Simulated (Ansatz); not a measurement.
## BeTl2: from a trial structure to a relaxed crystal

Theory: Ansatz 0.2.0, DFT PBE, scalar-relativistic, plane waves, PAW. Cutoff 420 eV, Γ-centred k mesh, Gaussian smearing, no spin polarisation in the final step.

This is the end of a relaxation of cell and atoms.

```yaml
crystal:
  lattice:
    - [5.54099, 0.00000, 0.00000]
    - [0.00000, 5.54099, 0.00000]
    - [0.00000, 0.00000, 5.54099]
  atoms:
    - { symbol: Be, position: [0.00000, 0.00000, 0.00000] }
    - { symbol: Be, position: [0.50000, 0.50000, 0.50000] }
    - { symbol: Tl, position: [0.25000, 0.25000, 0.25000] }
    - { symbol: Tl, position: [0.25000, 0.75000, 0.75000] }
    - { symbol: Tl, position: [0.75000, 0.75000, 0.25000] }
    - { symbol: Tl, position: [0.75000, 0.25000, 0.75000] }
```

The zero of energy is the elements' standard structures at the same level; no fitted shifts are applied.

Problem. What space group does it have?

Solution. Pn-3m (No. 224). Conventional cell: a = 5.541 Å. Be has 4 Tl at 2.40 Å; Tl has 2 Be at 2.40 Å.

Problem. How far does it lie from the elements in energy?

Solution. 0.55 eV/atom.

Problem. Is it a metal?

Solution. Yes, bands cross the Fermi level on the 8×8×8 mesh.

The final run used a 8×8×8 mesh on its 6-atom cell and 0.10 eV smearing. The k mesh leaves about 4 meV/atom of noise in metals. Spin–orbit coupling is left out. The cell came from a trial start, so BeTl2 may not exist in this structure.

Cost: 3 runs of about 0.65 core-minutes in all, on Arm Neoverse V2 (shared hosts).